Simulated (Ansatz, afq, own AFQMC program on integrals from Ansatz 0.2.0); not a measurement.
## SbH⁺, quartet in def2-TZVP, levels against full CI

```xyz
2

Sb    0.0000    0.0000    0.0000
H     0.0000    0.0000    1.8710
```

Basis def2-TZVP with its core potentials. Only valence electrons are correlated. Integrals, coupled cluster, full CI and functionals: Ansatz 0.2.0; the random walks run on the same integrals in our own AFQMC program. ph-AFQMC/CISD is guided by a CISD state made of CCSD amplitudes; releasing the constraint for a short imaginary time cuts its bias at the price of noise, slowly where states lie close. Free AFQMC starts from the CCSD state and is never constrained. Its projection time is finite, and what remains of the start isn't in its error. ± is one standard error of the sampling. No spin–orbit coupling.

Determinant: UHF, the one that the program's search chose, which needn't be the lowest solution. The geometry is a point of a scan.

Full CI on the same integrals is exact in this basis and with this determinant's frozen core.

Cautions: no spin-orbit coupling; inner d shell frozen; lower spins were not checked.

The T1 diagnostic is 0.0220 and the weight of the determinant in the CISD state is 0.939. The ⟨S²⟩ of the determinant is 3.774 and the size of the correlated space is 5 electrons in 47 orbitals.

Reference: full CI, correlation energy -2.007 eV. The released energy is read at 2.40 1/Eh (meV from the phaseless value at times in 1/Eh: -1.3 ± 0.8 at 0.24, -1.7 ± 0.7 at 0.51, 1.1 ± 2.4 at 0.99, -1.7 ± 0.5 at 1.62, -2.8 ± 0.5 at 2.40).

| level | E − E(reference) (kJ/mol) | share of correlation (%) |
| --- | --- | --- |
| HF | 193.7 | 0.00 |
| MP2 | 50.3 | 74.03 |
| CCSD | 7.2 | 96.28 |
| CCSD(T) | 1.6 | 99.15 |
| CCSDT | 0.2 | 99.91 |
| CCSDT(Q) | 0.0 | 99.98 |
| ph-AFQMC/HF | 2.7 ± 1.1 | 98.61 |
| ph-AFQMC/CISD | 0.3 ± 0.08 | 99.84 |
| released AFQMC | 0.0 ± 0.05 | 99.98 |
| free AFQMC | 0.0 ± 0.04 | 100.01 |

CCSDT and higher add their correlation energy to the determinant of the CCSD(T) run, since their own runs factorise the integrals more tightly (a shift of under 2 meV). Free projections are given only where their last times agree within the noise and don't stop above the reference; a slow remainder of the start can still hide under it. A walk keeps the symmetry of its determinant, which the program's search chose and which needn't be the lowest solution, so a lower state of the same spin and another symmetry isn't excluded. Released energies are given only where the last usable release times agree within the noise; a slower fall can still hide under it.
